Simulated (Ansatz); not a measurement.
Geometry optimisation, RKS PBE0/def2-SVP (Ansatz 0.2.0).

Input:

```yaml
crystal:
  periodic: [false, false, false]
  atoms:
    - { symbol: Si, position_ang: [0.0, 0.0, 0.0] }
    - { symbol: Si, position_ang: [1.3097, 0.0, 2.0349] }
    - { symbol: H, position_ang: [-0.0051, -0.4067, 2.5222] }
    - { symbol: H, position_ang: [2.3193, -0.9353, 2.5222] }
    - { symbol: H, position_ang: [1.6149, 1.342, 2.5222] }
    - { symbol: H, position_ang: [1.6588, 0.0, 0.0648] }
    - { symbol: H, position_ang: [-0.6877, 1.1914, -0.4862] }
    - { symbol: H, position_ang: [-0.6877, -1.1914, -0.4862] }
basis:
  gaussian: { orbitals: def2-SVP }
hamiltonian:
  xc: pbe0
relax:
  f_tol: 0.15
  max_steps: 25
  restrain:
    - { distance: [1, 5], at: 2.66, k: 30.0 }
    - { distance: [0, 1], at: 2.22, k: 30.0 }
    - { distance: [0, 5], at: 1.46, k: 30.0 }
```

Run as:

```bash
$ ansatz run input.yaml --threads 1 --pin off --max-ram 2048MiB --backend cpu --events-out ev --progress --plain --runs-dir out
```

Task: Where does it end, and by what steps?

Result: The forces met the threshold. The restraints hold the end off the free minimum; the threshold counts their pulls, which the force column leaves out. Restrained pairs: Si2–H6 (2.00 → 2.68 Å), Si1–Si2 (2.42 → 2.24 Å), Si1–H6 (1.66 → 1.47 Å). After 6 steps the energy has fallen by 2.832 eV (the restraints' own energy left out); H3 moved furthest, 0.73 Å.

| step | energy less start (eV) | largest force component (eV/Å) | accepted |
| --- | --- | --- | --- |
| 0 | 0.0000 | 2.845 | yes |
| 1 | -0.9606 | 2.510 | yes |
| 2 | -1.8106 | 2.175 | yes |
| 3 | -2.5064 | 1.200 | yes |
| 4 | -2.7651 | 1.808 | yes |
| 5 | -2.8136 | 1.555 | yes |
| 6 | -2.8319 | 1.395 | yes |

```xyz
8
Properties=species:S:1:pos:R:3
Si 0.252 0.001 0.016
Si 0.960 -0.024 2.145
H -0.029 -0.284 3.236
H 2.026 -1.069 2.233
H 1.597 1.305 2.397
H 1.634 0.171 -0.444
H -0.582 1.168 -0.385
H -0.335 -1.268 -0.503
```

The run took 20 s on 1 thread of Intel(R) Xeon(R) Platinum 8259CL CPU @ 2.50GHz (Skylake/Cascade Lake), on a shared host, peak memory 0.14 GiB.
